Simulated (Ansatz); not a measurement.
# SiF2 (SMILES F[Si]F): the energy, rung by rung

SiF2 has 3 atoms, charge 0, and is taken as a singlet. SMILES: `F[Si]F`. Geometry: relaxed at GFN2-xTB.

| atom | x (Å) | y (Å) | z (Å) |
| --- | --- | --- | --- |
| Si | 0.0042 | -0.0077 | -0.7448 |
| F | 1.1659 | -0.0173 | 0.3806 |
| F | -1.1702 | 0.0250 | 0.3642 |

Each level gives the energy change with the Si1–F2 bond stretched from 1.617 to 2.022 Å (eV). The values are calculated.

```json
{"level": "HF/STO-3G (restricted)", "kind": "Hartree–Fock", "program": "Ansatz", "value (eV)": "2.08", "less FCI/STO-3G": "+0.65", "CPU time (all runs)": "0.2 s"}
{"level": "PBE/STO-3G (restricted)", "kind": "GGA", "program": "Ansatz", "value (eV)": "1.16", "less FCI/STO-3G": "-0.27", "CPU time (all runs)": "1.8 s"}
{"level": "r2SCAN/STO-3G (restricted)", "kind": "meta-GGA", "program": "Ansatz", "value (eV)": "1.35", "less FCI/STO-3G": "-0.08", "CPU time (all runs)": "4.3 s"}
{"level": "B3LYP/STO-3G (restricted)", "kind": "global hybrid", "program": "Ansatz", "value (eV)": "1.43", "less FCI/STO-3G": "0.00", "CPU time (all runs)": "1.8 s"}
{"level": "BHLYP/STO-3G (restricted)", "kind": "global hybrid", "program": "Ansatz", "value (eV)": "1.78", "less FCI/STO-3G": "+0.35", "CPU time (all runs)": "1.7 s"}
{"level": "wB97M-V/STO-3G (restricted)", "kind": "range-separated hybrid", "program": "Ansatz", "value (eV)": "1.65", "less FCI/STO-3G": "+0.22", "CPU time (all runs)": "28 s"}
{"level": "B2PLYP/STO-3G (restricted)", "kind": "double hybrid", "program": "Ansatz", "value (eV)": "1.56", "less FCI/STO-3G": "+0.13", "CPU time (all runs)": "2.4 s"}
{"level": "RPA@PBE/STO-3G (restricted)", "kind": "RPA", "program": "Ansatz", "value (eV)": "1.23", "less FCI/STO-3G": "-0.20", "CPU time (all runs)": "3 s"}
{"level": "CCSDT/STO-3G (restricted)", "kind": "coupled cluster or CI", "program": "Ansatz", "value (eV)": "1.44", "less FCI/STO-3G": "+0.01", "CPU time (all runs)": "0.93 s"}
{"level": "FCI/STO-3G", "kind": "exact in the basis", "program": "Ansatz", "value (eV)": "1.43", "less FCI/STO-3G": "0.00", "CPU time (all runs)": "0.83 s"}
```

FCI/STO-3G is exact within its basis and frozen core, so for wave-function methods in that basis the difference is their error; functionals converge differently with the basis, so for them it is only a difference. The first shape isn't each level's own minimum. The values span 1.16 to 2.08 eV. All rows use very small basis sets, so none should be taken for the real molecule's value. In so small a basis fixed costs decide the times, and correlated methods can beat functionals. Times are those of the runs behind each value, whatever else they computed, on shared processors of several kinds: orders of magnitude only.
